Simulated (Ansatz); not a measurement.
# C2HFO: the cost of one run

Program: Ansatz 0.2.0, Gaussian basis. Level of theory: single points in def2-TZVPP. These are calculated values, not measurements.

Cores are frozen in the correlated methods.

1 further run of the same task is left out (it didn't finish).

### Step 1. Starting geometry

SMILES `O=C=CF`, 5 atoms, charge 0, spin multiplicity 1.

Atoms are counted from 1 here; the program's logs count them from 0.

Bond lengths: O1–C2 1.152 Å, C2–C3 1.309 Å, C3–F4 1.338 Å, C3–H5 1.096 Å. Angles: O1–C2–C3 175.0°, C2–C3–F4 122.9°, C2–C3–H5 121.4°, F4–C3–H5 115.7°.

Coordinates:

```
O     0.64972   -1.29553    1.33269
C     0.24266   -0.55200    0.55221
C    -0.12731    0.35588   -0.31472
F    -1.12703    0.16677   -1.18399
H     0.38993    1.31939   -0.38799
```

### Step 2. PBE-D4/def2-TZVPP

File run/in.yaml:

```yaml
crystal:
  periodic: [false, false, false]
  atoms:
    - {symbol: O, position_ang: [0.649722, -1.295531, 1.332693]}
    - {symbol: C, position_ang: [0.242661, -0.551998, 0.552206]}
    - {symbol: C, position_ang: [-0.127314, 0.355878, -0.314718]}
    - {symbol: F, position_ang: [-1.127030, 0.166766, -1.183988]}
    - {symbol: H, position_ang: [0.389929, 1.319393, -0.387991]}
basis:
  gaussian: {orbitals: def2-TZVPP}
hamiltonian: {xc: pbe, dispersion: d4}
output: {forces: true}
```

Launch:

```bash
ansatz run in.yaml --threads 2 --pin off --events-out ev --progress --plain --max-ram 3481MiB
```

Q: Estimate wall time and peak memory on 2 threads of Arm Neoverse V2, shared host.

About 1 s, with a peak of 0.12 GiB.
